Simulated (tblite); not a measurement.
Propionyl chloride, C3H5ClO.
Z-matrix (Å and degrees, GFN2-xTB geometry), rows numbered from 1:
```
C 
C   1  1.5242
C   2  1.4914  1  111.55
O   3  1.1819  2  129.18  1    -0.12
Cl  3  1.7813  2  111.20  1   179.82
H   1  1.0864  2  110.06  3  -179.67
H   1  1.0867  2  110.41  3    60.13
H   1  1.0867  2  110.41  3   -59.42
H   2  1.0925  1  110.97  3  -120.60
H   2  1.0925  1  111.07  3   120.58
```

Computed with GFN2-xTB (tblite): harmonic, unscaled wavenumbers at the GFN2-xTB geometry, gas phase. Errors from tens to a few hundred cm⁻¹ against measured bands are possible. One conformer, not necessarily the lowest.

Harmonic wavenumbers (cm⁻¹): 60.1, 184.6, 210.8, 351.3, 439.3, 481.1, 694.3, 797.2, 924.8, 1046.3, 1053.1, 1102.7, 1208.7, 1305.0, 1407.2, 1423.2, 1484.1, 1493.8, 1848.5, 2966.0, 2982.2, 3054.1, 3054.4, 3058.6.

A = 8892, B = 2431, C = 1955 MHz; mass 92.003 u (most abundant isotopes); point group Cs, symmetry number 1.

Question: Zero-point energy?

Answer: ½Σν̃ = 16316 cm⁻¹ = 195.18 kJ/mol.

Question: Give the ideal-gas entropy at 500 K and 1 bar in the rigid-rotor, harmonic-oscillator model (classical rotation).

Answer: Translation 176.00, rotation 117.05, vibration 90.06: S = 383.1 J/(mol K).

Question: And Cp and H(500 K) − H(0)?

Answer: Cp = 125.07 J/(mol K), of which vibrations give 91.81 (their classical limit is 24 R = 199.5); H(500 K) − H(0) = 40.13 kJ/mol without the zero-point energy, 23.50 from vibrations.

Question: What must be added to the electronic energy to get the Gibbs energy at 500 K and 1 bar?

Answer: ZPE + [H(500 K) − H(0)] − T·S = 195.18 + 40.13 − 191.55 = 43.76 kJ/mol.

Question: How do the functions run with temperature in this model?

Answer: 
| T (K) | S (J/(mol K)) | Cp (J/(mol K)) | H − H(0) (kJ/mol) | G − H(0) (kJ/mol) | ln q(vib) |
| --- | --- | --- | --- | --- | --- |
| 150 | 276.9 | 62.2 | 7.05 | -34.48 | 1.22 |
| 250 | 313.0 | 80.7 | 14.20 | -64.05 | 2.34 |
| 298.15 | 328.0 | 89.8 | 18.31 | -79.48 | 2.89 |
| 400 | 357.0 | 108.7 | 28.43 | -114.39 | 4.04 |
| 600 | 407.2 | 139.0 | 53.36 | -190.94 | 6.30 |
| 900 | 469.7 | 169.2 | 99.94 | -322.80 | 9.54 |

q(vib) and H(0) count from the zero-point level.

Hindered rotation and anharmonicity are outside this model. Other conformers, if any are populated, would add a mixing term that is left out.
